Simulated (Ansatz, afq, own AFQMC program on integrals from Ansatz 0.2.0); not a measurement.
## Si, triplet → Si⁺, doublet

A free Si atom.

E(doublet, charge +1) − E(triplet, charge +0) at this geometry, on UHF and UHF determinants.

Basis aug-cc-pVTZ. Only valence electrons are correlated. AFQMC by an in-house program on the Cholesky factors that Ansatz 0.2.0 writes for its CCSD(T) run. ph-AFQMC/CISD is guided by a CISD state made of CCSD amplitudes; releasing the constraint for a short imaginary time cuts its bias at the price of noise, slowly where states lie close. ± is one standard error of the sampling. The errors of all members are added in quadrature.

Full CI on the same integrals is exact in this basis and with this determinant's frozen core.

The best estimate is CCSD(T) at the basis-set limit (CBS: def2-TZVPP and def2-QZVPP, with their diffuse functions for anions and beside diffuse sets, CCSD(T) itself extrapolated) plus the step from CCSD(T) to full CI in aug-cc-pVTZ. Rows without CBS are in aug-cc-pVTZ; B2PLYP and the wave-function rows carry a basis error of their own. Core correlation and relativity beyond core potentials are missing, and ± holds the sampling alone.

Best estimate: 188.3 kcal/mol.

```
         level  vertical ionization energy (kcal/mol)  error against the best estimate (kcal/mol)
            HF                                  176.2                                       -12.1
           MP2                                  185.7                                        -2.6
          CCSD                                  186.3                                        -2.0
       CCSD(T)                                  187.2                                        -1.1
 ph-AFQMC/CISD                           187.3 ± 0.04                                 -1.0 ± 0.04
released AFQMC                           187.4 ± 0.03                                 -0.9 ± 0.03
           FCI                                  187.5                                        -0.8
        HF/CBS                                  176.1                                       -12.2
       MP2/CBS                                  186.7                                        -1.6
   CCSD(T)/CBS                                  188.0                                        -0.3
           PBE                                  189.1                                         0.8
        r2SCAN                                  192.0                                         3.7
          PBE0                                  189.6                                         1.3
         B3LYP                                  187.2                                        -1.1
       wB97M-V                                  182.6                                        -5.7
        B2PLYP                                  184.9                                        -3.4
```

Correlation beyond CCSD(T) adds 0.3 kcal/mol. Going to the basis-set limit adds 0.8 kcal/mol at CCSD(T). The perturbative (T) step is worth +0.9 kcal/mol. The functionals spread over 9.3 kcal/mol; PBE and B3LYP come nearest and wB97M-V is 5.7 kcal/mol too low.

Best estimates are given only where the step beyond CCSD(T) is under 0.3 eV and no member's determinant is very poor (T1 over 0.05, or 0.07 for open shells, ⟨S²⟩ too high by 0.3, two states mixed), so the hardest cases are missing from such tables.

The functionals ran in a triple-zeta set and keep a basis error of their own, a few kJ/mol for each bond in atomization energies and more for double hybrids, so close places among them and the extrapolated levels can swap.

Each member of a difference takes its own highest rung, so a best estimate needn't equal the limit plus the step of one row. A walk keeps the symmetry of its determinant, which the program's search chose and which needn't be the lowest solution, so a lower state of the same spin and another symmetry isn't excluded. Released energies are given only where the last usable release times agree within the noise; a slower fall can still hide under it.
